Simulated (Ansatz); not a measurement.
Input file:

```yaml
crystal:
  periodic: [false, false, false]
  atoms:
    - {symbol: C, position_ang: [0.000000, 0.000000, 0.000000]}
    - {symbol: O, position_ang: [0.000000, 0.000000, -1.178658]}
    - {symbol: O, position_ang: [0.000000, 0.000000, 1.178658]}
basis:
  gaussian: {orbitals: cc-pVQZ}
hamiltonian: {xc: {name: B3LYP}}
```

```sh
$ ansatz run in.yaml --threads 5 --pin off --events-out ev --progress --plain --max-ram 130560MiB --backend cuda --devices 0, --max-vram 75GiB
```

(1) Roughly how long does this take on 5 threads of AMD EPYC 7R13 with a whole H100 80 GB, shared host, and how much host memory?

```
556 factors; their error is unknown
mean field evaluation 1: about -5130.0899 eV, gradient 5.3e1 eV
mean field evaluation 2: about -5122.6525 eV, gradient 8.6e1 eV
mean field evaluation 4: about -5134.1099 eV, gradient 1.0e0 eV
mean field evaluation 8: about -5134.1104 eV, gradient 1.3e-1 eV
mean field -5134.11039625 eV, -188.6750770371 hartree, gradient 1.7e-5 eV, S^2 0.000000; 0 other end points of the search recorded, 0 dependent functions left out
reference -5134.11055370 eV, -188.6750828232 hartree; 11, 11 occupied and 154, 154 virtual orbitals, 556 factors
Total energy: -5134.11055370 eV, -188.6750828232 hartree
```

## Answers

(1) 2.3 s wall and 0.8 GiB.
